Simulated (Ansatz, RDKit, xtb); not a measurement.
# C4H7FO: which of the isomers drawn lies lowest?, part 2 of 2

A sample of isomers of C4H7FO is drawn. Aim: find which of them has the lowest free energy at 298.15 K, then its properties. The sample is small against all isomers, and the most stable one of this formula need not be in it.

xtb, Ansatz and PySCF; isolated molecules. The steps go on from the part before.

**7. Vibrations and thermal terms**

The lowest few go on as finalists. In this search the thermal terms come from GFN2-xTB at its own nearest minimum. The first, c487a:

File start.xyz:

```xyz
13
c487a
C     -1.549141    -0.379131    -0.539448
C     -0.085378    -0.395668    -1.012909
C      0.264905     0.488383     0.215969
C     -1.092079     0.094319     0.863614
F     -2.202242    -1.609112    -0.539893
O     -2.284761     0.540649    -1.266464
H     -3.113249     0.702757    -0.773926
H      0.094634     0.008030    -2.027384
H      0.328650    -1.418657    -0.932077
H      1.180110     0.224431     0.779129
H      0.301946     1.563020    -0.046618
H     -0.997396    -0.766876     1.552887
H     -1.696540     0.889930     1.344418
```

Started as:

```bash
$ xtb start.xyz --gfn 2 --ohess tight
```

Output, shortened:

```text
* xtb version 6.7.1
[...]
          :  # basis functions                  31          :
[...]
          :  # electrons                        36          :
[...]
          :  Hamiltonian                  GFN2-xTB          :
[...]
          :  net charge                          0          :
          :  unpaired electrons                  0          :
[...]
   *** convergence criteria satisfied after 10 iterations ***
[...]
   *** GEOMETRY OPTIMIZATION CONVERGED AFTER 18 ITERATIONS ***
[...]
   *** convergence criteria satisfied after 3 iterations ***
[...]
         ::                     SUMMARY                     ::
         :::::::::::::::::::::::::::::::::::::::::::::::::::::
         :: total energy             -20.926813467062 Eh    ::
         :: gradient norm              0.000239994999 Eh/a0 ::
         :: HOMO-LUMO gap             11.750953914503 eV    ::
         ::.................................................::
         :: SCC energy               -21.114171582032 Eh    ::
         :: -> isotropic ES            0.041077568528 Eh    ::
         :: -> anisotropic ES          0.000499610051 Eh    ::
         :: -> anisotropic XC         -0.000512500161 Eh    ::
         :: -> dispersion             -0.006656034916 Eh    ::
         :: repulsion energy           0.187358114970 Eh    ::
         :: add. restraining           0.000000000000 Eh    ::
         :: total charge               0.000000000000 e     ::
         :::::::::::::::::::::::::::::::::::::::::::::::::::::
[...]
        18        2.0000           -0.4230421             -11.5116 (HOMO)
        19                          0.0087976               0.2394 (LUMO)
[...]
molecular dipole:
                 x           y           z       tot (Debye)
 q only:        0.282       0.585       0.392
   full:        0.155       0.589       0.538       2.066
molecular quadrupole (traceless):
[...]
          | TOTAL ENERGY              -20.926813467063 Eh   |
          | TOTAL ENTHALPY            -20.815299752335 Eh   |
          | TOTAL FREE ENERGY         -20.851809072627 Eh   |
          | GRADIENT NORM               0.000239953178 Eh/α |
[...]
```

Wall time 0.41 s (2 threads of Intel Xeon Platinum 8259CL at 2.50GHz (Skylake/Cascade Lake), shared host); peak memory 0.11 GiB.

**8. Zero-point energy and free-energy terms**

As xtb prints them, at 298.15 K, with its own treatment of low modes:

```tsv
label	SMILES	spin	lowest mode (cm⁻¹)	zero-point (kcal/mol)	G − E (kcal/mol)
c487a	OC1(F)CCC1	singlet	52	65.6	47.1
c259a	O[C@@H]1CC[C@H]1F	singlet	106	65.8	47.3
c596b	O[C@@H]1CC[C@@H]1F	singlet	80	65.9	47.4
```

**9. Last filter: a higher level**

Each finalist gets a single point at CCSD(T)/def2-SVP + MP2/def2-TZVPP - MP2/def2-SVP.

c487a, CCSD(T)/def2-SVP:

File input.yaml:

```yaml
crystal:
  periodic: [false, false, false]
  atoms:
    - symbol: C
      position_ang: [-1.549141, -0.379131, -0.539448]
    - symbol: C
      position_ang: [-0.085378, -0.395668, -1.012909]
    - symbol: C
      position_ang: [0.264905, 0.488383, 0.215969]
    - symbol: C
      position_ang: [-1.092079, 0.094319, 0.863614]
    - symbol: F
      position_ang: [-2.202242, -1.609112, -0.539893]
    - symbol: O
      position_ang: [-2.284761, 0.540649, -1.266464]
    - symbol: H
      position_ang: [-3.113249, 0.702757, -0.773926]
    - symbol: H
      position_ang: [0.094634, 0.008030, -2.027384]
    - symbol: H
      position_ang: [0.328650, -1.418657, -0.932077]
    - symbol: H
      position_ang: [1.180110, 0.224431, 0.779129]
    - symbol: H
      position_ang: [0.301946, 1.563020, -0.046618]
    - symbol: H
      position_ang: [-0.997396, -0.766876, 1.552887]
    - symbol: H
      position_ang: [-1.696540, 0.889930, 1.344418]
basis:
  gaussian:
    orbitals: def2-SVP
correlation:
  method: ccsd_t
  frozen_orbitals: {C: 1, H: 0, O: 1, F: 1}
```

Started as:

```bash
$ ansatz run input.yaml --threads 2 --pin off --max-ram 5220MiB --events-out events.jsonl --progress --plain --runs-dir runs
```

Output, shortened:

```text
Warning: RAYON_NUM_THREADS=2 ignored (pool sized by the plan → 2); use --threads N
Functional definition: HF
  name "HF"
[...]
1207 factors; integrals over basis functions are off by at most 1.2e-3 eV
[...]
mean field -8968.06993301 eV, -329.5704912619 hartree, gradient 1.7e-6 eV, S^2 0.000000; 0 other end points of the search recorded, 0 dependent functions left out
6 core orbitals not correlated: weight in the atoms' cores, before any rotation towards them, 1.000 or more for the frozen orbitals, at most 0.000 for the correlated occupied ones
reference -8968.06993301 eV, -329.5704912619 hartree; 18, 18 occupied and 95, 95 virtual orbitals, 1207 factors
second order -25.12161403 eV of doubles, -0.00000000 eV of singles
cycle   1  -25.75128680 eV  change   -6.3e-1 eV  update   1.0e-1
[...]
cycle   9  -26.46896475 eV  change   -2.1e-6 eV  update   1.4e-5
perturbative correction -0.73962012 eV, -0.0271805379 hartree
Total energy: -8995.27851787 eV, -330.5703883129 hartree
```

Wall time 19 s (2 threads of Intel Xeon Platinum 8259CL at 2.50GHz (Skylake/Cascade Lake), shared host); peak memory 0.78 GiB.

**10. c487a at MP2/def2-TZVPP**

File input.yaml:

```yaml
crystal:
  periodic: [false, false, false]
  atoms:
    - {symbol: C, position_ang: [-1.549141, -0.379131, -0.539448]}
    - {symbol: C, position_ang: [-0.085378, -0.395668, -1.012909]}
    - {symbol: C, position_ang: [0.264905, 0.488383, 0.215969]}
    - {symbol: C, position_ang: [-1.092079, 0.094319, 0.863614]}
    - {symbol: F, position_ang: [-2.202242, -1.609112, -0.539893]}
    - {symbol: O, position_ang: [-2.284761, 0.540649, -1.266464]}
    - {symbol: H, position_ang: [-3.113249, 0.702757, -0.773926]}
    - {symbol: H, position_ang: [0.094634, 0.008030, -2.027384]}
    - {symbol: H, position_ang: [0.328650, -1.418657, -0.932077]}
    - {symbol: H, position_ang: [1.180110, 0.224431, 0.779129]}
    - {symbol: H, position_ang: [0.301946, 1.563020, -0.046618]}
    - {symbol: H, position_ang: [-0.997396, -0.766876, 1.552887]}
    - {symbol: H, position_ang: [-1.696540, 0.889930, 1.344418]}
basis:
  gaussian:
    orbitals: def2-TZVPP
correlation:
  method: mp2
  frozen_orbitals: {C: 1, H: 0, O: 1, F: 1}
```

Started as:

```bash
$ ansatz run input.yaml --threads 2 --pin off --max-ram 5220MiB --events-out events.jsonl --progress --plain --runs-dir runs
```

Output:

```text
Warning: RAYON_NUM_THREADS=2 ignored (pool sized by the plan → 2); use --threads N
[... 2 set-up lines as earlier in the session ...]
  exchange = exact_x
  correlation = 0
1727 factors; integrals over basis functions are off by at most 9.9e-4 eV
mean field evaluation 1: about -8973.7559 eV, gradient 4.5e1 eV
mean field evaluation 2: about -8974.0518 eV, gradient 4.5e1 eV
mean field evaluation 4: about -8978.5477 eV, gradient 4.4e0 eV
mean field evaluation 8: about -8978.6161 eV, gradient 3.1e-1 eV
mean field -8978.61643703 eV, -329.9580681359 hartree, gradient 1.6e-6 eV, S^2 0.000000; 0 other end points of the search recorded, 0 dependent functions left out
6 core orbitals not correlated: weight in the atoms' cores, before any rotation towards them, 1.000 or more for the frozen orbitals, at most 0.000 for the correlated occupied ones
reference -8978.61643703 eV, -329.9580681359 hartree; 18, 18 occupied and 260, 260 virtual orbitals, 1727 factors
second order -31.61212940 eV of doubles, -0.00000000 eV of singles
Total energy: -9010.22856643 eV, -331.1197924639 hartree
```

It took 9.9 s on 2 threads of Intel Xeon Platinum 8259CL at 2.50GHz (Skylake/Cascade Lake), shared host; peak memory 0.86 GiB.

**11. c259a at CCSD(T)/def2-SVP**

File input.yaml:

```yaml
crystal:
  periodic: [false, false, false]
  atoms:
    - {symbol: C, position_ang: [-1.225913, -0.426863, -0.816080]}
    - {symbol: C, position_ang: [-1.242356, 1.065776, -0.422977]}
    - {symbol: C, position_ang: [-0.650779, 0.663581, 0.954424]}
    - {symbol: C, position_ang: [-0.155413, -0.627851, 0.279238]}
    - {symbol: F, position_ang: [-0.186979, -1.801324, 1.009342]}
    - {symbol: O, position_ang: [-0.931780, -0.699612, -2.159962]}
    - {symbol: H, position_ang: [-1.015099, -1.661359, -2.293078]}
    - {symbol: H, position_ang: [-2.166006, -0.922593, -0.469056]}
    - {symbol: H, position_ang: [-0.508702, 1.618429, -1.043379]}
    - {symbol: H, position_ang: [-2.211846, 1.597784, -0.449220]}
    - {symbol: H, position_ang: [-1.446163, 0.423196, 1.688000]}
    - {symbol: H, position_ang: [0.096219, 1.326698, 1.430002]}
    - {symbol: H, position_ang: [0.859891, -0.507818, -0.162120]}
basis:
  gaussian: {orbitals: def2-SVP}
magnetization: {spin_polarized: false}
correlation: {method: ccsd_t, frozen_orbitals: {C: 1, H: 0, O: 1, F: 1}}
```

Started as:

```bash
$ ansatz run input.yaml --threads 2 --pin off --max-ram 5220MiB --events-out events.jsonl --progress --plain --runs-dir runs
```

Output, shortened:

```text
Warning: RAYON_NUM_THREADS=2 ignored (pool sized by the plan → 2); use --threads N
[... 2 set-up lines as earlier in the session ...]
[...]
1207 factors; integrals over basis functions are off by at most 1.4e-3 eV
[...]
mean field -8967.67908926 eV, -329.5561280191 hartree, gradient 1.5e-6 eV, S^2 0.000000; 0 other end points of the search recorded, 0 dependent functions left out
6 core orbitals not correlated: weight in the atoms' cores, before any rotation towards them, 1.000 or more for the frozen orbitals, at most 0.000 for the correlated occupied ones
reference -8967.67908926 eV, -329.5561280191 hartree; 18, 18 occupied and 95, 95 virtual orbitals, 1207 factors
second order -25.08660199 eV of doubles, -0.00000000 eV of singles
cycle   1  -25.73522919 eV  change   -6.5e-1 eV  update   1.0e-1
[...]
cycle   9  -26.45030868 eV  change    1.2e-6 eV  update   1.3e-5
perturbative correction -0.73245208 eV, -0.0269171176 hartree
Total energy: -8994.86185003 eV, -330.5550760522 hartree
```

It took 18 s on 2 threads of Intel Xeon Platinum 8259CL at 2.50GHz (Skylake/Cascade Lake), shared host; peak memory 0.78 GiB.

**12. Free energies and the winner**

Energies in kcal/mol from c487a; G adds the thermal terms to the CCSD(T)/def2-SVP + MP2/def2-TZVPP - MP2/def2-SVP energy. The columns left of the relaxed level are at the tight-binding geometries.

```tsv
label	SMILES	spin	GFN2-xTB	HF/STO-3G	r2SCAN-D4/def2-SVP	PBE-D3(BJ)/def2-SVP	HF/def2-SVP	MP2/def2-SVP	CCSD(T)/def2-SVP + MP2/def2-TZVPP - MP2/def2-SVP	G	share at equilibrium	T1
c487a	OC1(F)CCC1	singlet	0.0	0.0	0.0	0.0	0.0	0.0	0.0	0.0	100.0 %	0.010
c259a	O[C@@H]1CC[C@H]1F	singlet	7.6	7.1	10.5	9.3	9.0	9.8	8.4	8.6	< 0.1 %	0.009
c596b	O[C@@H]1CC[C@@H]1F	singlet	8.1	8.1	11.1	9.9	10.6	11.2	9.7	10.1	< 0.1 %	0.010
```

Lowest found: c487a, `OC1(F)CCC1`, a singlet. Bond lengths: C1–C2 1.539 Å, C2–C3 1.554 Å, C1–C4 1.550 Å, C3–C4 1.554 Å, C1–F5 1.393 Å, C1–O6 1.384 Å, O6–H7 0.977 Å, C2–H8 1.107 Å, C2–H9 1.107 Å, C3–H10 1.107 Å, C3–H11 1.107 Å, C4–H12 1.107 Å, C4–H13 1.109 Å. Some angles: C1–C2–C3 88.0°, C2–C1–C4 90.1°, C2–C1–F5 115.9°, C2–C1–O6 110.6°, C4–C1–F5 114.1°, C4–C1–O6 115.4°, F5–C1–O6 109.7°, C2–C3–C4 89.3°, C1–C4–C3 87.6°, C1–C2–H8 115.7°.

```xyz
13

C    -1.5491   -0.3791   -0.5394
C    -0.0854   -0.3957   -1.0129
C     0.2649    0.4884    0.2160
C    -1.0921    0.0943    0.8636
F    -2.2022   -1.6091   -0.5399
O    -2.2848    0.5406   -1.2665
H    -3.1132    0.7028   -0.7739
H     0.0946    0.0080   -2.0274
H     0.3286   -1.4187   -0.9321
H     1.1801    0.2244    0.7791
H     0.3019    1.5630   -0.0466
H    -0.9974   -0.7669    1.5529
H    -1.6965    0.8899    1.3444
```

**13. Summary of results**

This closing draws on all 2 parts.

| quantity | value |
| --- | --- |
| lowest structure found | OC1(F)CCC1, singlet |
| next finalist | O[C@@H]1CC[C@H]1F, singlet, 8.6 kcal/mol higher in G |
| share at equilibrium, among the finalists | 100.0 % |
| funnel | 6 starts, 5 minima at GFN2-xTB from these starts (7 with those found later), 7 screening runs, 3 relaxed, 3 ranked |
| CPU time of all runs | 5.5 min |

**Reading.** `OC1(F)CCC1` comes out lowest. Among the finalists first place is clear (8.6 kcal/mol); structures outside the list aren't covered. GFN2-xTB, HF/STO-3G, r2SCAN-D4/def2-SVP, PBE-D3(BJ)/def2-SVP, HF/def2-SVP and MP2/def2-SVP already put its bonding pattern lowest among the structures in one piece. The largest share of the time went into the final energies (50 % of the CPU time that the search's summary counts). The search is not exhaustive (a finite list of starts, one conformer a finalist), so a lower isomer can't be ruled out. Only 3 drawn patterns were tried, so whole families of isomers are missing, and the result ranks this sample alone.
